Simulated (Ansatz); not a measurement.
A made-up structure of CH$_{3}$SSi (charge +1), closed shell:

```
6
angstrom
Si -0.8807 0.4754 -0.7324
C 0.2221 -0.1435 0.4165
S 1.0416 -0.6454 1.6591
H -1.8239 -0.4766 -1.3350
H -0.7529 1.8956 -1.0868
H 0.6683 -0.8138 -0.2728
```

It is relaxed with PBE-D4/def2-SVP and then PBE0-D4/def2-TZVP (Ansatz 0.2.0). Atoms count as bonded within 1.22 times the sum of their covalent radii (H–H: 0.88 Å). The end point is not checked to be a true minimum.

(1) Does its bonding change? (A judgement: the text doesn't fix the answer.)

Results:

(1) Computed: No: no bond forms or breaks.

Where it ends: The first stage lowers the energy by 0.77 eV in 7 steps. It ends as CH₃SSi ([SiH2][CH][S]), total charge +1:
| atom | x (Å) | y (Å) | z (Å) |
| --- | --- | --- | --- |
| Si1 | -0.9899 | 0.4795 | -0.5962 |
| C2 | 0.2763 | -0.2763 | 0.4457 |
| S3 | 0.9209 | -0.6905 | 1.8122 |
| H4 | -1.9133 | -0.4408 | -1.2861 |
| H5 | -0.6528 | 1.7785 | -1.2080 |
| H6 | 0.8333 | -0.5587 | -0.5190 |

Labels in which every atom is bracketed show which atoms are joined, not bond orders.

For scale, one of the runs: PBE0-D4/def2-TZVP relaxation, 123 basis functions, launched by `ansatz run in.yaml --threads 2 --pin off --events-out ev --progress --plain --max-ram 4352MiB`. The run took about 13 s on 2 CPU threads of an Arm Neoverse V2 (shared host).
